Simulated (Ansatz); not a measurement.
Exact exchange and the vertical energy of the triplet above the singlet of [CH3]−

The species is [CH3]− (4 atoms), meant as a singlet with charge -1. SMILES: `[CH3-]`. Geometry: relaxed at PBE0-D4/def2-TZVPD.

The vertical energy of the triplet above the singlet y, in eV, basis 6-31G; a is the functional's share of exact exchange. Programs: Ansatz 0.2.0.

```
functional  program     a  y (eV)
       PBE   Ansatz     0    4.40
    r2SCAN   Ansatz     0    4.41
     B3LYP   Ansatz   0.2    4.56
      PBE0   Ansatz  0.25    4.56
   r2SCAN0   Ansatz  0.25       ?
     BHLYP   Ansatz   0.5    4.72
```

Task: Fit y = c + s·a to the known rows and predict r2SCAN0.

Result: 
1. Means of the 5 rows: a = 0.1900, y = 4.530.
2. Σ(Δa)² = 0.172, Σ(Δa·Δy) = 0.1085, so the slope is 0.1085/0.172 = 0.63081.
3. Intercept: 4.530 − (0.63081) × 0.1900 = 4.410. The largest residual of the fit is 0.024.
4. r2SCAN0: 4.410 + (0.63081) × 0.25 = 4.57 eV.

The run gave 4.51 eV, so the prediction is off by +0.06 eV, more than the scatter of the fit. The rows mix families of semi-local functionals, which the line can't see.
